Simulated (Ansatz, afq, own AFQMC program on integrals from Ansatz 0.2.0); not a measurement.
# Atomization energy of C3H11NOSi, singlet

```yaml
atoms:
  - { symbol: C, position_ang: [0.4783, 2.1448, 1.3793] }
  - { symbol: O, position_ang: [-0.2266, 1.0026, 1.7684] }
  - { symbol: Si, position_ang: [0.0958, -0.5387, 1.2138] }
  - { symbol: N, position_ang: [-0.1814, -0.8255, -0.4665] }
  - { symbol: C, position_ang: [0.8489, -0.7440, -1.4704] }
  - { symbol: C, position_ang: [-1.5144, -0.9819, -0.9940] }
  - { symbol: H, position_ang: [0.1460, 2.9980, 1.9914] }
  - { symbol: H, position_ang: [1.5705, 2.0334, 1.5225] }
  - { symbol: H, position_ang: [0.3018, 2.4023, 0.3182] }
  - { symbol: H, position_ang: [1.5437, -0.8373, 1.4446] }
  - { symbol: H, position_ang: [-0.8338, -1.3815, 2.0096] }
  - { symbol: H, position_ang: [0.7257, 0.1339, -2.1360] }
  - { symbol: H, position_ang: [1.8426, -0.6716, -1.0034] }
  - { symbol: H, position_ang: [0.8515, -1.6427, -2.1169] }
  - { symbol: H, position_ang: [-1.8326, -0.1167, -1.6088] }
  - { symbol: H, position_ang: [-1.5896, -1.8826, -1.6330] }
  - { symbol: H, position_ang: [-2.2457, -1.0931, -0.1788] }
```

Atoms in their ground-state spins without spin–orbit coupling (mostly on UHF) minus the molecule (RHF), without zero-point energy. The geometry is a stationary point, not shown to be a minimum.

Basis def2-SVP. Noble-gas cores (and the filled d shells of Ga–Kr and In–Xe) are frozen. AFQMC by an in-house program on the Cholesky factors that Ansatz 0.2.0 writes for its CCSD(T) run. ph-AFQMC/CISD is guided by a CISD state made of CCSD amplitudes; releasing the constraint for a short imaginary time cuts its bias at the price of noise, slowly where states lie close. Uncertainties: one standard error, sampling alone. The errors of all members are added in quadrature.

No full CI on the walks' own integrals is used here. The released AFQMC energy serves as the reference, which it does only where one determinant dominates, the energy is flat over the last release times and near the phaseless one (40 meV or 2 meV an electron, half that with transition metals). On small molecules, where full CI could be run and the noise was under 10 meV, such values lay within 10 meV of it in 19 cases of 20, a flattering rate, since the rule was set on those same cases; what remains of the bias isn't in the error bar. Each member takes its own surest rung, up to full CI.

The best estimate is CCSD(T) at the basis-set limit (CBS: def2-TZVPP and def2-QZVPP, with their diffuse functions for anions and beside diffuse sets, MP2 extrapolated, CCSD(T) minus MP2 from TZVPP) plus the step from CCSD(T) to AFQMC with the constraint released in def2-SVP. Rows without CBS are in def2-SVP, the functionals in def2-TZVP; B2PLYP and the wave-function rows carry a basis error of their own. Core correlation and relativity beyond core potentials are missing, and ± holds the sampling alone.

Cautions: C₃H₁₁NOSi (singlet): the ph-AFQMC/CISD walk drifts between its halves (2.9 errors), the released value is read at 0.63 1/Eh with a noise of 26 meV, more than in the cases checked, later times being too noisy (meV from the phaseless value at times in 1/Eh: 15 ± 22 at 0.21, 19 ± 31 at 0.42, 3 ± 26 at 0.63, -5 ± 51 at 0.90); other spins of the molecule weren't checked.

```json
{"level": "r2SCAN", "atomization energy (kJ/mol)": "6316.8"}
{"level": "HF", "atomization energy (kJ/mol)": "4673.2"}
{"level": "B2PLYP", "atomization energy (kJ/mol)": "6247.6"}
```

(1) From these cheaper values, estimate the atomization energy at the level of the best estimate.

(1) 6350.7 ± 2.5 kJ/mol (best estimate, highest rung released AFQMC).

| level | atomization energy (kJ/mol) | error against the best estimate (kJ/mol) |
| --- | --- | --- |
| MP2 | 6037.7 | -313.0 ± 2.5 |
| CCSD | 5954.1 | -396.6 ± 2.5 |
| CCSD(T) | 6007.3 | -343.4 ± 2.5 |
| ph-AFQMC/CISD | 6013.1 ± 2.1 | -337.5 ± 3.3 |
| released AFQMC | 6011.7 ± 2.5 | -339.0 |
| HF/CBS | 4653.1 | -1697.6 ± 2.5 |
| MP2/CBS | 6406.5 | 55.8 ± 2.5 |
| CCSD(T)/CBS | 6346.3 | -4.4 ± 2.5 |
| PBE | 6390.9 | 40.2 ± 2.5 |
| PBE0 | 6301.6 | -49.1 ± 2.5 |
| B3LYP | 6292.1 | -58.6 ± 2.5 |
| wB97M-V | 6350.1 | -0.6 ± 2.5 |

Correlation beyond CCSD(T) changes it by less than twice the noise. Going to the basis-set limit adds 339.0 kJ/mol at CCSD(T). The perturbative (T) step is worth +53.2 kJ/mol. The functionals spread over 143.3 kJ/mol; wB97M-V comes nearest and B2PLYP is 103.1 kJ/mol too low.

Best estimates are given only where the step beyond CCSD(T) is under 0.3 eV and no member's determinant is very poor (T1 over 0.05, or 0.07 for open shells, ⟨S²⟩ too high by 0.3, two states mixed), so the hardest cases are missing from such tables.

The functionals ran in a triple-zeta set and keep a basis error of their own, a few kJ/mol for each bond in atomization energies and more for double hybrids, so close places among them and the extrapolated levels can swap.

Each member of a difference takes its own highest rung, so a best estimate needn't equal the limit plus the step of one row. Released energies are given only where the last usable release times agree within the noise; a slower fall can still hide under it.
